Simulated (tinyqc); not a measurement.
MP2 on RHF in the sto-6g basis, frozen core, for H2F+, spin multiplicity 1, step by step. One step of it, computed by the program tinyqc.

Problem. Integrals over molecular orbitals. (pq|rs) = sum C_ip C_jq C_kr C_ls (ij|kl), one index at a time.

coefficients C:
```
              MO1        MO2        MO3        MO4       MO5        MO6        MO7
1F 1s    0.997017  -0.236741   0.000000   0.059338  0.000000   0.108385   0.000000
1F 2s    0.013685   0.939611   0.000000  -0.321154  0.000000  -0.767144   0.000000
1F 2px   0.000000   0.000000   0.000000   0.000000  1.000000   0.000000   0.000000
1F 2py   0.000000   0.000000   0.734165   0.000000  0.000000   0.000000   0.861789
1F 2pz   0.001816   0.110641   0.000000   0.903371  0.000000  -0.492762   0.000000
2H 1s   -0.002785   0.082074   0.331116   0.178301  0.000000   0.781366  -0.835635
3H 1s   -0.002785   0.082074  -0.331116   0.178301  0.000000   0.781366   0.835635
```

core Hamiltonian H = T + V (hartree):
```
             1F 1s       1F 2s     1F 2px     1F 2py     1F 2pz      2H 1s      3H 1s
1F 1s   -41.545054   -9.269513   0.000000   0.000000  -0.014678  -1.906381  -1.906381
1F 2s    -9.269513  -11.506001   0.000000   0.000000  -0.167223  -4.089747  -4.089747
1F 2px    0.000000    0.000000  -9.263461   0.000000   0.000000   0.000000   0.000000
1F 2py    0.000000    0.000000   0.000000  -9.430064   0.000000  -2.296703   2.296703
1F 2pz   -0.014678   -0.167223   0.000000   0.000000  -9.315835  -1.335469  -1.335469
2H 1s    -1.906381   -4.089747   0.000000  -2.296703  -1.335469  -5.639418  -1.513689
3H 1s    -1.906381   -4.089747   0.000000   2.296703  -1.335469  -1.513689  -5.639418
```

Two-electron integrals (ij|kl) in chemists' order, unique and non-zero (hartree):
```
(11|11) 5.406240    (21|11) 0.768129    (21|21) 0.138909    (22|11) 1.266271
(22|21) 0.283987    (22|22) 0.926367    (31|31) 0.029452    (32|31) 0.044681
(32|32) 0.204753    (33|11) 1.266273    (33|21) 0.283987    (33|22) 0.926366
(33|33) 0.998085    (41|41) 0.029452    (42|41) 0.044681    (42|42) 0.204753
(43|43) 0.053789    (44|11) 1.266273    (44|21) 0.283987    (44|22) 0.926366
(44|33) 0.890506    (44|44) 0.998085    (51|51) 0.029452    (52|51) 0.044681
(52|52) 0.204753    (53|53) 0.053789    (54|54) 0.053789    (55|11) 1.266273
(55|21) 0.283987    (55|22) 0.926366    (55|33) 0.890506    (55|44) 0.890506
(55|55) 0.998085    (61|11) 0.167588    (61|21) 0.029040    (61|22) 0.058036
(61|33) 0.057936    (61|41) 0.001096    (61|42) 0.002138    (61|44) 0.058165
(61|51) 0.000615    (61|52) 0.001199    (61|54) 0.000129    (61|55) 0.058008
(61|61) 0.006172    (62|11) 0.403170    (62|21) 0.091677    (62|22) 0.331083
(62|33) 0.326500    (62|41) 0.005761    (62|42) 0.042464    (62|44) 0.336960
(62|51) 0.003230    (62|52) 0.023809    (62|54) 0.005864    (62|55) 0.329788
(62|61) 0.019147    (62|62) 0.143152    (63|31) 0.010448    (63|32) 0.058898
(63|43) 0.008964    (63|53) 0.005026    (63|63) 0.021600    (64|11) 0.230507
(64|21) 0.053180    (64|22) 0.205351    (64|33) 0.196454    (64|41) 0.013431
(64|42) 0.084265    (64|44) 0.221048    (64|51) 0.001672    (64|52) 0.014223
(64|54) 0.008763    (64|55) 0.198549    (64|61) 0.011622    (64|62) 0.108974
(64|64) 0.104139    (65|11) 0.129240    (65|21) 0.029817    (65|22) 0.115136
(65|33) 0.110148    (65|41) 0.001672    (65|42) 0.014223    (65|44) 0.113885
(65|51) 0.011386    (65|52) 0.066872    (65|54) 0.011059    (65|55) 0.121375
(65|61) 0.006516    (65|62) 0.061100    (65|64) 0.046278    (65|65) 0.047547
(66|11) 0.538043    (66|21) 0.124638    (66|22) 0.515518    (66|33) 0.497624
(66|41) 0.010477    (66|42) 0.105860    (66|44) 0.538465    (66|51) 0.005874
(66|52) 0.059353    (66|54) 0.022898    (66|55) 0.510463    (66|61) 0.026265
(66|62) 0.279694    (66|64) 0.247204    (66|65) 0.138602    (66|66) 0.774999
(71|11) 0.167588    (71|21) 0.029040    (71|22) 0.058036    (71|33) 0.057936
(71|41) -0.001096   (71|42) -0.002138   (71|44) 0.058165    (71|51) 0.000615
(71|52) 0.001199    (71|54) -0.000129   (71|55) 0.058008    (71|61) 0.006085
(71|62) 0.018532    (71|64) 0.010247    (71|65) 0.006303    (71|66) 0.025083
(71|71) 0.006172    (72|11) 0.403170    (72|21) 0.091677    (72|22) 0.331083
(72|33) 0.326500    (72|41) -0.005761   (72|42) -0.042464   (72|44) 0.336960
(72|51) 0.003230    (72|52) 0.023809    (72|54) -0.005864   (72|55) 0.329788
(72|61) 0.018532    (72|62) 0.116629    (72|64) 0.060843    (72|65) 0.048179
(72|66) 0.186023    (72|71) 0.019147    (72|72) 0.143152    (73|31) 0.010448
(73|32) 0.058898    (73|43) -0.008964   (73|53) 0.005026    (73|63) 0.017045
(73|73) 0.021600    (74|11) -0.230507   (74|21) -0.053180   (74|22) -0.205351
(74|33) -0.196454   (74|41) 0.013431    (74|42) 0.084265    (74|44) -0.221048
(74|51) -0.001672   (74|52) -0.014223   (74|54) 0.008763    (74|55) -0.198549
(74|61) -0.010247   (74|62) -0.060843   (74|64) -0.014996   (74|65) -0.024583
(74|66) -0.086158   (74|71) -0.011622   (74|72) -0.108974   (74|74) 0.104139
(75|11) 0.129240    (75|21) 0.029817    (75|22) 0.115136    (75|33) 0.110148
(75|41) -0.001672   (75|42) -0.014223   (75|44) 0.113885    (75|51) 0.011386
(75|52) 0.066872    (75|54) -0.011059   (75|55) 0.121375    (75|61) 0.006303
(75|62) 0.048179    (75|64) 0.024583    (75|65) 0.036703    (75|66) 0.084986
(75|71) 0.006516    (75|72) 0.061100    (75|74) -0.046278   (75|75) 0.047547
(76|11) 0.139211    (76|21) 0.031957    (76|22) 0.124700    (76|33) 0.122692
(76|44) 0.125315    (76|51) 0.001852    (76|52) 0.016126    (76|55) 0.126092
(76|61) 0.006589    (76|62) 0.052732    (76|64) 0.034884    (76|65) 0.025667
(76|66) 0.106088    (76|71) 0.006589    (76|72) 0.052732    (76|74) -0.034884
(76|75) 0.025667    (76|76) 0.023445    (77|11) 0.538043    (77|21) 0.124638
(77|22) 0.515518    (77|33) 0.497624    (77|41) -0.010477   (77|42) -0.105860
(77|44) 0.538465    (77|51) 0.005874    (77|52) 0.059353    (77|54) -0.022898
(77|55) 0.510463    (77|61) 0.025083    (77|62) 0.186023    (77|64) 0.086158
(77|65) 0.084986    (77|66) 0.317255    (77|71) 0.026265    (77|72) 0.279694
(77|74) -0.247204   (77|75) 0.138602    (77|76) 0.106088    (77|77) 0.774999
```

Give: one-electron integrals over orbitals h = C^T H C; Two-electron integrals over orbitals.

Solution.

one-electron integrals over orbitals h = C^T H C (hartree):
```
         1       2       3       4       5       6       7
1  -41.531   0.702   0.000  -0.169   0.000  -0.326   0.000
2    0.702  -9.769   0.000   0.298   0.000   1.471   0.000
3    0.000   0.000  -8.221   0.000   0.000   0.000  -2.176
4   -0.169   0.298   0.000  -8.946   0.000   1.155   0.000
5    0.000   0.000   0.000   0.000  -9.263   0.000   0.000
6   -0.326   1.471   0.000   1.155   0.000  -5.622   0.000
7    0.000   0.000  -2.176   0.000   0.000   0.000  -6.150
```

Two-electron integrals over orbitals (pq|rs), unique and non-zero (hartree); the lowest 1 orbital is frozen and left out:
```
(22|22) 0.863       (32|32) 0.162       (33|22) 0.766       (33|33) 0.749
(42|22) 0.011       (42|33) -3.56e-03   (42|42) 0.162       (43|32) 4.93e-03
(43|43) 0.047       (44|22) 0.832       (44|33) 0.729       (44|42) -0.089
(44|44) 0.932       (52|52) 0.181       (53|53) 0.039       (54|52) -0.033
(54|54) 0.056       (55|22) 0.882       (55|33) 0.753       (55|42) -0.044
(55|44) 0.854       (55|55) 0.998       (62|22) -0.152      (62|33) -0.093
(62|42) -0.036      (62|44) -0.121      (62|55) -0.161      (62|62) 0.080
(63|32) 0.031       (63|43) 0.016       (63|63) 0.071       (64|22) -0.119
(64|33) -0.069      (64|42) -0.007      (64|44) -0.126      (64|55) -0.119
(64|62) 0.059       (64|64) 0.057       (65|52) -0.058      (65|54) -4.22e-03
(65|65) 0.028       (66|22) 0.579       (66|33) 0.564       (66|42) 0.067
(66|44) 0.540       (66|55) 0.554       (66|62) -0.052      (66|64) -0.027
(66|66) 0.548       (72|32) 0.062       (72|43) -0.023      (72|63) -0.029
(72|72) 0.056       (73|22) 0.202       (73|33) 0.161       (73|42) -0.054
(73|44) 0.209       (73|55) 0.227       (73|62) -0.077      (73|64) -0.069
(73|66) 0.021       (73|73) 0.157       (74|32) -0.055      (74|43) 0.014
(74|63) -0.037      (74|72) -0.012      (74|74) 0.045       (75|53) 0.026
(75|75) 0.020       (76|32) -0.104      (76|43) -0.039      (76|63) -0.086
(76|72) 0.005       (76|74) 0.055       (76|76) 0.163       (77|22) 0.631
(77|33) 0.633       (77|42) 0.005       (77|44) 0.612       (77|55) 0.619
(77|62) -0.052      (77|64) -0.029      (77|66) 0.546       (77|73) 0.079
(77|77) 0.593
```
